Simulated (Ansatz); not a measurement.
# H4N2: the cost of one run

Computed with Ansatz 0.2.0 (the levels named in each step, unless a step's input says otherwise).

## 1. The starting structure

Bond lengths: N1–N2 1.426 Å, N1–H3 1.016 Å, N1–H4 1.022 Å, N2–H5 1.016 Å, N2–H6 1.022 Å. Angles: N1–N2–H5 107.7°, N1–N2–H6 113.0°, H5–N2–H6 108.3°, N2–N1–H3 107.7°, N2–N1–H4 113.0°, H3–N1–H4 108.3°.

As a file:

```xyz
6

N    -0.6922   -0.1651    0.0611
N     0.6942    0.1655    0.0286
H    -1.2100    0.6899    0.2427
H    -1.0290   -0.5631   -0.8176
H     1.2198   -0.6877    0.1956
H     0.9915    0.5546   -0.8682
```

## 2. A rough first relaxation, PBE-D4/def2-SVP

This run stands in another session on the same molecule. It ended at:

```xyz
6

N    -0.6864   -0.1791    0.0571
N     0.6882    0.1796    0.0247
H    -1.2287    0.6637    0.2849
H    -1.0385   -0.5122   -0.8554
H     1.2403   -0.6610    0.2367
H     0.9994    0.5033   -0.9058
```

## 3. Relaxation, PBE0-D4/def2-TZVPP

This run stands in another session on the same molecule. It ended at:

```xyz
6

N    -0.6858   -0.1736    0.0441
N     0.6871    0.1739    0.0118
H    -1.2127    0.6510    0.2938
H    -1.0250   -0.5040   -0.8519
H     1.2247   -0.6483    0.2461
H     0.9860    0.4951   -0.9017
```

## 4. Relaxation, CCSD(T)/cc-pV(T+d)Z

Contents of input.yaml:

```yaml
crystal:
  periodic: [false, false, false]
  atoms:
    - { symbol: "N", position_ang: [-0.68583613, -0.17363376, 0.04408593] }
    - { symbol: "N", position_ang: [0.68707608, 0.17391267, 0.0118025] }
    - { symbol: H, position_ang: [-1.21267291, 0.65100351, 0.29380144] }
    - { symbol: H, position_ang: [-1.02504357, -0.50396667, -0.85192614] }
    - { symbol: H, position_ang: [1.2246785, -0.64828974, 0.24612695] }
    - { symbol: H, position_ang: [0.98603803, 0.49514399, -0.90168069] }
basis:
  gaussian: { orbitals: "cc-pV(T+d)Z.json" }
correlation:
  method: ccsd_t
relax:
  f_tol: 0.002
  max_steps: 40
```

On the command line:

```bash
$ ansatz run input.yaml --threads 4 --pin off --max-ram 10240MiB --backend cpu --events-out ev --progress --plain --runs-dir out
```

**Question.** How long does this run take on 4 threads of Intel Xeon at 2.50GHz (Skylake/Cascade Lake), shared host, and how much memory does it need?

About 4.4 min, with a peak of 0.92 GiB.
